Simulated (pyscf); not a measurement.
Single points on ωB97X-D3(BJ)/def2-SVP structures (PySCF, gas phase).

Problem. How much does it cost (ΔH, 298 K, ωB97M-D3(BJ)/def2-TZVP) to split `[OH][Ti]([OH])([OH])[F]` at its F–Ti bond into [HO–Ti(OH)–OH]• + F•?

Solution. F–Ti to [HO–Ti(OH)–OH]• + F•: 536.0 kJ/mol. The 7 functionals that were run give +512.8 (M06-2X) to +597.7 kJ/mol (PBE). The radicals are drawn with the spin at the cut bond; how far it spreads was not checked. Other isomers of [HO–Ti(OH)–OH]• were not searched in full and may lie lower. Left out: the spin-orbit lowering of F. Open-shell species with a d-block atom are single-reference here; other states, and whether the spin sits on metal or ligand, were not checked.
